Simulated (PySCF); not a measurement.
# C2H4ClS− (SMILES CS[CH-]Cl) at 6 levels

We compute a comparison of 6 runs (HF/3-21G, HF/def2-SVP, M06-2X/6-31G*, BLYP/6-31G**, MP2/3-21G, MP2/6-311G**) of C2H4ClS−. Input form: a Python script.

The results are computed with PySCF 2.14.0.

**1. The system as given**

C2H4ClS−: 8 atoms, total charge -1, spin state singlet. As SMILES, `CS[CH-]Cl`. The shape is that of a GFN2-xTB optimisation. This is one conformer, not always the lowest.

Bond lengths: C1–S2 1.833 Å, S2–C3 1.769 Å, C3–Cl4 1.875 Å, C1–H5 1.087 Å, C1–H6 1.086 Å, C1–H7 1.087 Å, C3–H8 1.105 Å. Angles: C1–S2–C3 97.1°, S2–C3–Cl4 109.7°, S2–C1–H5 108.6°, S2–C1–H6 108.4°, S2–C1–H7 108.8°, S2–C3–H8 104.0°, Cl4–C3–H8 101.4°, H5–C1–H6 110.4°, H5–C1–H7 110.8°, H6–C1–H7 109.8°.

**2. Energy and gradient at HF/3-21G (run 1)**

The input, input.py:

```python
# CS[CH-]Cl
from pyscf import gto

mol = gto.M(
    atom='''
C      0.441723     2.160505    -0.980843
S      1.933927    -0.865003    -0.197420
C     -0.500324    -2.024086     1.779423
Cl    -2.770546    -3.959789    -0.132300
H      1.725377     3.233756    -2.173601
H     -1.311546     1.779423    -1.978430
H      0.043747     3.174513     0.760369
H      0.437623    -3.499319     2.922820
''',
    charge=-1,
    basis='3-21g',
    unit='bohr',
    max_memory=1860,
    verbose=3,
)

hf = mol.RHF()
hf.conv_tol = 1e-10
hf.kernel()
if not hf.converged:
    hf = hf.newton().run(hf.mo_coeff, hf.mo_occ)

etot = hf.e_tot
print('E(%s) = %.9f' % ('HF', etot))
grad = hf.nuc_grad_method().kernel()
hf.analyze()
```

The run is started by

```console
$ OMP_NUM_THREADS=1 python input.py
```

Log:

```text
converged SCF energy = -930.416294520737
[... 12 lines left out ...]
MO #3   energy= -11.0223305409444  occ= 2
[... 6 lines left out ...]
MO #10  energy= -6.38234979463265  occ= 2
[... 6 lines left out ...]
MO #17  energy= -0.427241940377134 occ= 2
[... 6 lines left out ...]
MO #24  energy= -0.156299775371908 occ= 2
[... 6 lines left out ...]
MO #31  energy= 0.510744809094408  occ= 0
[... 6 lines left out ...]
MO #38  energy= 1.02069447776375   occ= 0
[... 6 lines left out ...]
MO #45  energy= 1.36932490157581   occ= 0
[... 6 lines left out ...]
MO #52  energy= 2.21387336578189   occ= 0
[... 10 lines left out ...]
WARN: System has nonzero charge -1; the dipole moment is origin-dependent.
Location of origin: [0. 0. 0.]

Dipole moment(X, Y, Z, Debye):  2.36159,  5.79612, -1.39182
```

Run time: 5.1 s. Hardware: 1 thread of Intel Xeon at 2.50GHz (Skylake/Cascade Lake), shared host; peak memory 0.13 GiB.

**3. Energy and forces at HF/def2-SVP (run 2)**

The input, run.py:

```python
# CS[CH-]Cl
from pyscf import gto

mol = gto.M(
    atom='''
C        0.233750       1.143290      -0.519040
S        1.023390      -0.457740      -0.104470
C       -0.264760      -1.071100       0.941630
Cl      -1.466110      -2.095430      -0.070010
H        0.913030       1.711230      -1.150220
H       -0.694040       0.941630      -1.046940
H        0.023150       1.679880       0.402370
H        0.231580      -1.851760       1.546690
''',
    spin=0,
    charge=-1,
    basis='def2-svp',
    verbose=3,
    max_memory=1860,
)

mf = mol.RHF()
mf.conv_tol = 1e-10
mf.kernel()
if not mf.converged:
    mf = mf.newton().run(mf.mo_coeff, mf.mo_occ)

energy = mf.e_tot
print('E(%s) = %.9f' % ('HF', energy))
grad = mf.nuc_grad_method().kernel()
mf.analyze()
```

The run is started by

```console
$ OMP_NUM_THREADS=1 python run.py
```

Log:

```text
converged SCF energy = -934.691671782367
[... 13 lines left out ...]
MO #4   energy= -11.0300124562796  occ= 2
[... 9 lines left out ...]
MO #14  energy= -0.825867846990073 occ= 2
[... 9 lines left out ...]
MO #24  energy= -0.145591749526431 occ= 2
[... 9 lines left out ...]
MO #34  energy= 0.764369380629023  occ= 0
[... 9 lines left out ...]
MO #44  energy= 1.08756833705614   occ= 0
[... 9 lines left out ...]
MO #54  energy= 1.2923260466546    occ= 0
[... 9 lines left out ...]
MO #64  energy= 1.81169302481379   occ= 0
[... 9 lines left out ...]
MO #74  energy= 2.53386074338699   occ= 0
[... 9 lines left out ...]
MO #84  energy= 3.45040713439523   occ= 0
[... 10 lines left out ...]
WARN: System has nonzero charge -1; the dipole moment is origin-dependent.
Location of origin: [0. 0. 0.]

Dipole moment(X, Y, Z, Debye):  2.11130,  5.39147, -1.70407
```

Run time: 13 s. Hardware: 1 thread of Intel Xeon at 2.50GHz (Skylake/Cascade Lake), shared host; peak memory 0.17 GiB.

Runs 3 to 5 aren't shown in full; the table further down has their settings and results.

**4. Energy and forces at MP2/6-311G(d,p) (run 6)**

The input, input.py:

```python
import pyscf.grad
from pyscf import gto, mp

system = gto.M(
    atom='''
C      0.233750     1.143290    -0.519040
S      1.023390    -0.457740    -0.104470
C     -0.264760    -1.071100     0.941630
Cl    -1.466110    -2.095430    -0.070010
H      0.913030     1.711230    -1.150220
H     -0.694040     0.941630    -1.046940
H      0.023150     1.679880     0.402370
H      0.231580    -1.851760     1.546690
''',
    charge=-1,
    verbose=4,
    max_memory=1860,
    basis='6-311g**',
)

mf = system.RHF()
mf.conv_tol = 1e-10
mf.kernel()
if not mf.converged:
    mf = mf.newton().run(mf.mo_coeff, mf.mo_occ)

pt = mp.MP2(mf, frozen=12).run()
e_final = pt.e_tot
print('Final energy', e_final)
grad = pt.Gradients().kernel()
mf.analyze()
```

The run is started by

```console
$ OMP_NUM_THREADS=1 python input.py
```

Log:

```text
PySCF version 2.14.0

[... 92 lines left out ...]
DFT Exchange-Correlation Energy =      -64.586200907930561
[... 15 lines left out ...]
MO #14  energy= -0.846551998576447 occ= 2
[... 13 lines left out ...]
MO #28  energy= 0.340589889756532  occ= 0
[... 13 lines left out ...]
MO #42  energy= 0.795495590733105  occ= 0
[... 13 lines left out ...]
MO #56  energy= 1.35629116964099   occ= 0
[... 13 lines left out ...]
MO #70  energy= 1.99399219294948   occ= 0
[... 13 lines left out ...]
MO #84  energy= 2.72861619469222   occ= 0
[... 13 lines left out ...]
MO #98  energy= 3.94896766400052   occ= 0
[... 13 lines left out ...]
MO #112 energy= 219.268691522154   occ= 0
[... 124 lines left out ...]
WARN: System has nonzero charge -1; the dipole moment is origin-dependent.
Location of origin: [0. 0. 0.]

Dipole moment(X, Y, Z, Debye):  2.11751,  5.87572, -1.32854
```

It took 57 s on 1 thread of Intel Xeon at 2.50GHz (Skylake/Cascade Lake), shared host; peak memory 1.3 GiB.

**5. All runs side by side**

| run | level | integration grid | frozen core orbitals | energy (Eh) | HOMO energy (eV) | LUMO energy (eV) | HOMO–LUMO gap (eV) | wall time |
| --- | --- | --- | --- | --- | --- | --- | --- | --- |
| 1 | HF/3-21G | – | – | -930.416295 | -2.02 | 10.61 | 12.63 | 5.1 s |
| 2 | HF/def2-SVP | – | – | -934.691672 | -1.93 | 9.24 | 11.17 | 13 s |
| 3 | M06-2X/6-31G* (spherical functions) | 5 | – | -936.849250 | -0.27 | 7.34 | 7.61 | 74 s |
| 4 | BLYP/6-31G** (spherical functions) | 5 | – | -936.872934 | 2.29 | 5.65 | 3.36 | 57 s |
| 5 | MP2/3-21G | – | 12 | -930.693106 | -2.02 | 10.61 | 12.63 | 6.3 s |
| 6 | MP2/6-311G** | – | 12 | -935.647207 | -2.40 | 8.21 | 10.61 | 57 s |

**6. Summary of results**

| quantity | value |
| --- | --- |
| run 6: total energy | -935.64721 Eh |
| run 6: HOMO energy (Hartree–Fock orbitals) | -2.40 eV |
| run 6: LUMO energy (Hartree–Fock orbitals) | 8.21 eV |
| run 6: HOMO–LUMO gap (to an unbound level, set by the basis) | 10.61 eV |
| run 6: correlation energy (12 core orbitals frozen) | -577.2 mEh |
| run 6: largest force on an atom | 0.798 eV/Å |

In words: Over runs 1, 2, 3, 4 the HOMO–LUMO gap runs from 3.36 eV (BLYP/6-31G**) to 12.63 eV (HF/3-21G). The two ends differ in method and basis. The empty levels of an anion lie above zero and hang on the basis. Totals of different functionals can't be ranked against each other. In run 4 the HOMO lies above zero, so the outermost electron may be held by the basis alone. All runs together took 3.5 min, the longest 74 s.
